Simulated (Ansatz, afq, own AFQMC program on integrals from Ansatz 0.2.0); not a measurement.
# Where AFQMC and coupled cluster stand for SiH2O, triplet

```xyz
4

Si    0.0766   -0.1781    1.3013
O    -0.1828    0.2339   -2.2445
H     0.1312    1.0794    2.1121
H     0.6347    0.1710   -2.7436
```

Connectivity, by distances: SiH ··· OH.

Basis cc-pVDZ. Only valence electrons are correlated. Ansatz 0.2.0 and our own AFQMC program on the same integrals; the CISD trial comes from CCSD amplitudes, and released means the phaseless constraint is let go. ± is one standard error of the sampling.

Determinant: UHF, the one that the program's search chose, which needn't be the lowest solution. The geometry is a point of a scan.

No full CI on the walks' own integrals is used here; CCSDT(Q) serves as the reference and is uncertain by about the last step of the cluster series.

Cautions: lower spins were not checked.

* T1 diagnostic: 0.0185
* weight of the determinant in the CISD state: 0.883
* ⟨S²⟩ of the determinant: 2.035
* size of the correlated space: 12 electrons in 36 orbitals

```
  level  correlation energy (eV)
    MP2                  -5.8210
   CCSD                  -6.8825
CCSD(T)                  -6.9770
```

(1) Estimate where AFQMC with the constraint released lies against CCSD(T) on the same integrals.

(1) 1.3 ± 2.1 kJ/mol below CCSD(T). The gap is under twice the noise, so this walk alone can't tell the two apart.

Reference: CCSDT(Q), correlation energy -7.005 eV. The released energy is read at 1.62 1/Eh, later times being too noisy (meV from the phaseless value at times in 1/Eh: -47 ± 16 at 0.24, -41 ± 15 at 0.51, -54 ± 15 at 0.99, -29 ± 22 at 1.62, -15 ± 24 at 2.40).

```csv
level,E − E(reference) (kJ/mol),share of correlation (%)
CCSD(T),2.7,99.59
CCSDT,0.8,99.88
ph-AFQMC/CISD,4.2 ± 1.1,99.38
released AFQMC,1.4 ± 2.1,99.79
```

Released energies are given only where the last usable release times agree within the noise; a slower fall can still hide under it.
